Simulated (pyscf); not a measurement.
PySCF, gas phase, ωB97X-D3(BJ)/def2-SVP geometries.

### Question
For the elementary gas-phase step H₂N–BH–NH₂ (SMILES NBN) + H₂B–Cl (SMILES BCl) → H₂N–B(NH₂)–Cl (SMILES NB(N)Cl) + BH₃ (SMILES B) (singlet surface; B–H, B–Cl broken, B–Cl, B–H formed), what barrier and reaction energy does M06-2X/def2-TZVP give, measured from the separated reactants?

### Answer
ΔE‡ = 34.6 kJ/mol, ΔE = +17.2 kJ/mol. ωB97M-D3(BJ)/def2-TZVP gives 34.4 kJ/mol and +18.1 kJ/mol. Zero-point energy shifts the barrier by +4.6 kJ/mol. It is a four-centre exchange, with an imaginary mode of 309i cm⁻¹. On the product side the descent ends in an adduct with a B–Cl contact, 37.9 kJ/mol under the separated species and 54.2 kJ/mol under the saddle at ωB97X-D3(BJ)/def2-TZVP. What is counted as broken (B–Cl) persists as a longer contact in the product adduct; parting that adduct is a step of its own. This is the saddle that the search found; another between the same sides may lie lower.
